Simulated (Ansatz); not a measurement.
H2Si–AsH2⁺, singlet: the ladder up to RCCSDT(Q)

Geometry: that of the H2Si–AsH2, doublet, kept fixed.

```xyz
6

Si   -0.1246    0.0000    1.6820
As    0.0578    0.0000   -0.6674
H     0.5618   -1.2100    2.2225
H     0.5618    1.2100    2.2225
H    -0.9728   -1.1040   -0.8506
H    -0.9728    1.1040   -0.8506
```

Basis cc-pVTZ; Ansatz 0.2.0. Correlated methods freeze the noble-gas cores and the filled d shells of p-block atoms, which leaves 12 electrons in 114 orbitals. R marks a restricted (for open shells ROHF) determinant, U an unrestricted one. No spin–orbit coupling is included, and no scalar relativity.

Full CI isn't at hand for all of this; RCCSDT(Q) serves as the reference, and is uncertain by about the last step of the cluster series. The frozen core follows each run's orbitals, which can shift R against U totals by a few meV for light atoms and by up to 0.1 eV past Ca.

* UHF ⟨S²⟩: 0.377
* T1 diagnostic (RCCSD): 0.0254
* largest doubles amplitude (RCCSD): 0.115

```
   level  E − E(RHF) (eV)
    RMP2          -6.7257
   RCCSD          -7.8524
RCCSD(T)          -8.1852
```

Question: Estimate how far RCCSDT(Q) in cc-pVTZ lies from RCCSD(T). The table doesn't fix it; the size of (T) and the diagnostics are the guide.

Answer: RCCSDT(Q) in cc-pVTZ lies 65 meV below RCCSD(T), which is 20 % of the (T) step (-333 meV). T1 is raised, RHF is unstable towards spin polarisation, but (T) still catches most of what CCSD lacks. The miss exceeds 1 kcal/mol.

The other levels:

```json
{"level": "BCCD(T)", "E − E(RCCSDT(Q)) (meV)": "65", "share of correlation (%)": "99.21", "wall time": "2.3 s (H100)"}
{"level": "RCCSDT", "E − E(RCCSDT(Q)) (meV)": "23", "share of correlation (%)": "99.72", "wall time": "–"}
```

The correlation energy at RCCSDT(Q), counted from RHF, is -8.250 eV. That run took 13 s on 2 threads of AMD EPYC 7R13 with a shared H100 80 GB, shared host.

Run but not shown, since their state or frozen core can't be matched to the reference's or they repeat it: UHF, UMP2, UCCSD, UCCSD(T), UCCSDT, UCCSDT(Q).

Times hold each run's SCF and search for its determinant on a shared host, so for small cases they say little of a method's own cost; rows without a card ran on 1 thread of AMD EPYC 7R13.
